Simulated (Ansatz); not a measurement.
The input, for Ansatz 0.2.0:

```yaml
crystal:
  periodic: [false, false, false]
  atoms:
    - {symbol: Ge, position_ang: [-1.051242, 0.014100, 0.000000]}
    - {symbol: H, position_ang: [-1.562692, 1.460699, 0.000001]}
    - {symbol: H, position_ang: [-1.562692, -0.709200, 1.252791]}
    - {symbol: H, position_ang: [-1.562692, -0.709199, -1.252792]}
    - {symbol: H, position_ang: [1.288758, 0.014100, 0.000000]}
    - {symbol: Si, position_ang: [2.728758, 0.014100, 0.000000]}
    - {symbol: H, position_ang: [3.125192, -1.465414, -0.000001]}
basis:
  gaussian: {orbitals: cc-pVDZ}
magnetization: {spin_polarized: true, initial_magnetization: 1}
hamiltonian: {xc: {name: B2PLYP}}
correlation: {electrons: outside_noble_gas}
```

```sh
$ ansatz run in.yaml --threads 1 --pin off --events-out ev --progress --plain --max-ram 2816MiB --backend cpu
```

The program prints:

```
726 factors; integrals over basis functions are off by at most 1.3e-3 eV
mean field evaluation 1: about -64454.6742 eV, gradient 5.9e0 eV
mean field evaluation 2: about -64454.6752 eV, gradient 5.9e0 eV
mean field evaluation 4: about -64455.2003 eV, gradient 7.8e-1 eV
mean field evaluation 8: about -64455.2150 eV, gradient 3.2e-2 eV
mean field evaluation 16: about -64455.2151 eV, gradient 7.4e-5 eV
mean field evaluation 32: about -64454.6742 eV, gradient 5.9e0 eV
mean field -64455.25538521 eV, -2368.6869460653 hartree, gradient 4.4e-6 eV, S^2 1.029483; 6 other end points of the search recorded, 0 dependent functions left out
19 core orbitals not correlated: weight in the atoms' cores, before any rotation towards them, 0.999 or more for the frozen orbitals, at most 0.001 for the correlated occupied ones
reference -64455.25556014 eV, -2368.6869524939 hartree; 7, 6 occupied and 44, 45 virtual orbitals, 726 factors
second order -6.11995666 eV of doubles, -0.00000000 eV of singles
Total energy: -64456.90794844 eV, -2368.7476766437 hartree
```

Ran on 1 thread of AMD EPYC 7R13, shared host: 10 s wall, 0.25 GiB peak host memory.
